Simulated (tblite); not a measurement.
Species: C5H8.
Numbering: `[CH3:1][C:2]1=[CH:3][CH2:4][CH2:5]1` (hydrogens: H6, H7, H8 on C1; H9 on C3; H10, H11 on C4; H12, H13 on C5)

Computed with GFN2-xTB (tblite), gas phase: Langevin dynamics at 300 K from the optimised GFN2-xTB geometry, time step 0.5 fs, friction 0.01 fs⁻¹, 2000 steps.

Start geometry:
```
atom  x, y, z in Å
C1      1.890   -0.045   -0.046
C2      0.416    0.109   -0.036
C3     -0.443    1.115   -0.196
C4     -1.663    0.258    0.002
C5     -0.669   -0.917    0.183
H6      2.372    0.904   -0.268
H7      2.238   -0.401    0.924
H8      2.189   -0.780   -0.794
H9     -0.339    2.167   -0.394
H10    -2.321    0.173   -0.863
H11    -2.259    0.492    0.883
H12    -0.680   -1.383    1.167
H13    -0.735   -1.692   -0.580
```

The statistics below take the 31 frames saved every 25 fs from 250 to 1000 fs; their kinetic temperature (all 3N coordinates) averages 298 K.

Question: Give the mean, spread and extremes of the bond lengths.

Answer: 
```json
{"bond": "C1–C2", "start (Å)": "1.483", "mean (Å)": "1.482", "standard deviation (Å)": "0.025", "shortest (Å)": "1.446", "longest (Å)": "1.533"}
{"bond": "C2=C3", "start (Å)": "1.332", "mean (Å)": "1.332", "standard deviation (Å)": "0.014", "shortest (Å)": "1.303", "longest (Å)": "1.369"}
{"bond": "C3–C4", "start (Å)": "1.504", "mean (Å)": "1.520", "standard deviation (Å)": "0.038", "shortest (Å)": "1.460", "longest (Å)": "1.605"}
{"bond": "C4–C5", "start (Å)": "1.550", "mean (Å)": "1.554", "standard deviation (Å)": "0.031", "shortest (Å)": "1.486", "longest (Å)": "1.615"}
{"bond": "C2–C5", "start (Å)": "1.510", "mean (Å)": "1.520", "standard deviation (Å)": "0.023", "shortest (Å)": "1.474", "longest (Å)": "1.570"}
{"bond": "C1–H6", "start (Å)": "1.088", "mean (Å)": "1.092", "standard deviation (Å)": "0.024", "shortest (Å)": "1.045", "longest (Å)": "1.143"}
{"bond": "C1–H7", "start (Å)": "1.091", "mean (Å)": "1.092", "standard deviation (Å)": "0.031", "shortest (Å)": "1.036", "longest (Å)": "1.155"}
{"bond": "C1–H8", "start (Å)": "1.090", "mean (Å)": "1.088", "standard deviation (Å)": "0.021", "shortest (Å)": "1.042", "longest (Å)": "1.133"}
{"bond": "C3–H9", "start (Å)": "1.075", "mean (Å)": "1.078", "standard deviation (Å)": "0.028", "shortest (Å)": "1.021", "longest (Å)": "1.138"}
{"bond": "C4–H10", "start (Å)": "1.089", "mean (Å)": "1.097", "standard deviation (Å)": "0.045", "shortest (Å)": "1.003", "longest (Å)": "1.175"}
{"bond": "C4–H11", "start (Å)": "1.089", "mean (Å)": "1.094", "standard deviation (Å)": "0.028", "shortest (Å)": "1.034", "longest (Å)": "1.158"}
{"bond": "C5–H12", "start (Å)": "1.089", "mean (Å)": "1.089", "standard deviation (Å)": "0.020", "shortest (Å)": "1.055", "longest (Å)": "1.131"}
{"bond": "C5–H13", "start (Å)": "1.089", "mean (Å)": "1.092", "standard deviation (Å)": "0.023", "shortest (Å)": "1.053", "longest (Å)": "1.134"}
```

Question: Give the same statistics for bond angles, one of each kind.

Answer: 
| angle | start (°) | mean (°) | standard deviation (°) | smallest (°) | largest (°) |
| --- | --- | --- | --- | --- | --- |
| C2–C1–H6 | 110.6 | 110.2 | 4.4 | 101.4 | 120.8 |
| C2–C1–H7 | 110.2 | 109.6 | 3.9 | 100.7 | 118.1 |
| H6–C1–H7 | 109.0 | 109.5 | 5.7 | 99.8 | 122.4 |
| H7–C1–H8 | 107.6 | 107.9 | 5.6 | 96.7 | 119.6 |
| C1–C2–C3 | 136.0 | 136.0 | 3.2 | 129.7 | 140.8 |
| C1–C2–C5 | 130.1 | 129.9 | 3.7 | 124.0 | 139.9 |
| C3–C2–C5 | 93.9 | 93.7 | 2.0 | 90.0 | 96.9 |
| C2–C3–C4 | 94.4 | 94.6 | 1.9 | 91.4 | 97.9 |
| C2–C3–H9 | 134.3 | 134.9 | 4.3 | 125.2 | 143.4 |
| C4–C3–H9 | 131.3 | 129.9 | 4.1 | 121.8 | 137.7 |
| C3–C4–C5 | 85.8 | 85.4 | 1.2 | 83.0 | 88.5 |
| C3–C4–H10 | 115.5 | 115.2 | 5.9 | 104.2 | 128.5 |
| C5–C4–H10 | 114.9 | 114.9 | 4.5 | 105.1 | 122.5 |
| H10–C4–H11 | 109.2 | 109.3 | 3.4 | 102.4 | 116.4 |

Question: How far does each atom move about its mean position (frames aligned on the start, all atoms weighted alike), and what rms force does it feel?

Answer: 
```csv
atom,rms displacement (Å),rms force (eV/Å)
C1,0.06,1.51
C2,0.07,1.45
C3,0.09,1.83
C4,0.05,2.18
C5,0.08,1.61
H6,0.31,0.95
H7,0.29,1.14
H8,0.32,0.85
H9,0.18,0.98
H10,0.16,1.51
H11,0.14,0.95
H12,0.18,0.71
H13,0.16,0.82
```

The displacements run from 0.05 to 0.32 Å.

Question: How widely does the potential energy scatter, against a harmonic estimate?

Answer: Mean 0.42 eV above the start, standard deviation 0.083 eV, range 0.26 to 0.62 eV. For 33 classical harmonic modes at 300 K the canonical values are 33kT/2 = 0.43 eV and kT·√(33/2) = 0.105 eV.

The run is classical and short, so these are rough statistics of one trajectory.

The cost below is that of the whole dynamics run. Time: 20 s wall; peak memory 0.18 GiB. Hardware: one thread of an AMD EPYC, on a shared host.
